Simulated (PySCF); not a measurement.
Compound: benzene radical anion, C₆H₆ (charge -1 and doublet state).
Z-matrix (Å and degrees, PBE0-D3(BJ)/def2-SVP geometry), rows numbered from 1:
```
C 
C   1  1.3966
C   2  1.4585  1  118.42
C   3  1.3964  2  118.53  1     0.00
C   4  1.3966  3  123.05  2    -0.01
C   1  1.3965  2  123.05  3     0.01
H   1  1.1006  2  118.47  3  -180.00
H   2  1.0951  1  120.63  3   179.96
H   3  1.0951  2  120.89  1   179.98
H   4  1.1006  3  118.47  2   179.99
H   5  1.0951  4  120.63  3  -179.95
H   6  1.0951  1  120.58  2  -179.97
```

The species is benzene radical anion, `c1ccccc1` [SMILES of the parent framework; charge -1 and doublet state].

Theory: UKS B3LYP, IGLO-III on C, pcH-1 on H, non-relativistic, mean-field spin-orbit, GIAO (PySCF). Whether the extra electron is bound in the gas phase wasn't checked; a finite basis holds it in any case. The geometry's basis has no diffuse functions, a weakness for an anion. Stability of the SCF solution: not tested. No frequencies were computed at this geometry's level, so the symmetric structure isn't shown to be a minimum.

(1) Break the g tensor into its mass correction, gauge correction and orbital-Zeeman/spin–orbit terms.

(2) What effective moment and Curie constant follow for a powder?

(3) Average each term over the three axes. Which is largest in size?

(4) At 9.344 GHz, how far is the centre of the isotropic spectrum from where a free electron (g = 2.002319) resonates?

(5) In a frozen sample, at which fields do the three g values resonate at 9.5, 34, 94 and 263 GHz (hyperfine left aside), and which band first spreads them over more than twice a line width of 0.3 mT?

Answers

(1) 
| Δg (ppm) | 1 | 2 | 3 |
| --- | --- | --- | --- |
| relativistic mass correction | -139 | -139 | -139 |
| gauge correction | 10 | 42 | 35 |
| orbital Zeeman/spin–orbit | -64 | 507 | 1006 |
| total | -193 | 410 | 902 |

So g = 2.00213, 2.00273, 2.00322 and g_iso = 2.00269; the tensor is rhombic: the two nearest values differ by 45 % of g3 − g1. Axes: g1 is normal to the molecular plane and g2 points within 1° of the C2–C3 bond.

(2) With the mean of g² = 4.0108 and S(S+1) = 0.75: μ_eff = √(⟨g²⟩S(S+1)) = 1.734 μB and χT = 0.12505·⟨g²⟩·S(S+1) = 0.376 cm³ K/mol (cgs; spin-Hamiltonian part alone).

(3) The orbital-Zeeman/spin–orbit term 483, the mass correction -139 and the gauge correction 29 ppm, for a total of 373 ppm. The orbital-Zeeman/spin–orbit term is the largest in size. The mass correction is the same along every axis, so the anisotropy comes from the other two: their spans along these axes are 32 (gauge) and 1070 ppm (orbital Zeeman/spin–orbit).

(4) B = hν/(g μB) with μB/h = 13.99624 MHz/mT gives 333.42 mT for the free electron and 333.36 mT at g_iso, 0.06 mT lower.

(5) 
```json
{"band": "X", "GHz": "9.5", "B(g3) mT": "338.83", "B(g2) mT": "338.91", "B(g1) mT": "339.02", "spread mT": "0.19"}
{"band": "Q", "GHz": "34.0", "B(g3) mT": "1212.66", "B(g2) mT": "1212.96", "B(g1) mT": "1213.32", "spread mT": "0.66"}
{"band": "W", "GHz": "94.0", "B(g3) mT": "3352.64", "B(g2) mT": "3353.47", "B(g1) mT": "3354.48", "spread mT": "1.83"}
{"band": "J", "GHz": "263.0", "B(g3) mT": "9380.27", "B(g2) mT": "9382.57", "B(g1) mT": "9385.40", "spread mT": "5.13"}
```

The spread grows in proportion to the frequency. Q band is the first where it exceeds 0.6 mT.

The largest Mulliken spin populations are on C5 (+0.33), C2 (+0.33), C6 (+0.33) and C3 (+0.33). Four atoms exceed +0.15. The positive populations add up to 1.33 and the negative ones to -0.33, together 2S = 1.

The HOMO–LUMO gaps are 1.86 eV among the α and 5.73 eV among the β orbitals.

The run took 40 s wall on Arm Neoverse V1, one thread, shared host.
